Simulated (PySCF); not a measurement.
Species, as SMILES: N (NH3).
Geometry (B3LYP-D3(BJ)/def2-TZVP, fixed):
```
N
H 1 1.0136
H 1 1.0136 2 107.33
H 1 1.0136 2 107.33 3 -115.09
```
Charge 0, spin multiplicity 1.

How fast the mean static polarisability converges with the basis for several methods (PySCF): deviation from each method's own reference, in %. References: HF 13.02 bohr³, the value in d-aug-cc-pVTZ; PBE 15.52 bohr³, the value in d-aug-cc-pVTZ; PBE0 14.44 bohr³, the value in d-aug-cc-pVTZ. All functions are spherical. Density fitting with generated auxiliary sets. No added dispersion term, no relativity. 

| basis | functions | HF | PBE | PBE0 |
|---|---|---|---|---|
| 6-31G** | 29 | ___ | -45.6 | -42.6 |
| def2-SVPD | 44 | ___ | -9.8 | -7.9 |
| def2-TZVP | 49 | ___ | -30.9 | -28.0 |
| aug-cc-pVDZ | 50 | ___ | -4.6 | -3.6 |
| 6-311++G(2d,2p) | 57 | ___ | -13.4 | -12.1 |
| cc-pVTZ | 72 | ___ | -27.6 | -24.3 |
| def2-TZVPPD | 88 | ___ | -4.2 | -2.9 |
| 6-311++G(3df,3pd) | 93 | ___ | -6.5 | -5.2 |
| cc-pVQZ | 145 | ___ | -19.2 | -16.1 |
| pcseg-3 | 159 | ___ | -7.1 | -5.6 |
| def2-QZVPPD | 162 | ___ | -2.1 | -1.3 |
| aug-pcseg-3 | 232 | ___ | -0.2 | -0.2 |

**Question.** Fill in the missing entries.

**Answer.** 
- 6-31G**, HF: -37.3
- def2-SVPD, HF: -6.0
- def2-TZVP, HF: -23.5
- aug-cc-pVDZ, HF: -2.6
- 6-311++G(2d,2p), HF: -10.2
- cc-pVTZ, HF: -19.5
- def2-TZVPPD, HF: -1.6
- 6-311++G(3df,3pd), HF: -3.7
- cc-pVQZ, HF: -11.8
- pcseg-3, HF: -3.9
- def2-QZVPPD, HF: -0.7
- aug-pcseg-3, HF: -0.1

Mean absolute deviation over def2-TZVP, 6-311++G(2d,2p), cc-pVTZ, def2-TZVPPD, 6-311++G(3df,3pd): HF 11.7, PBE0 14.5, PBE 16.5 %.
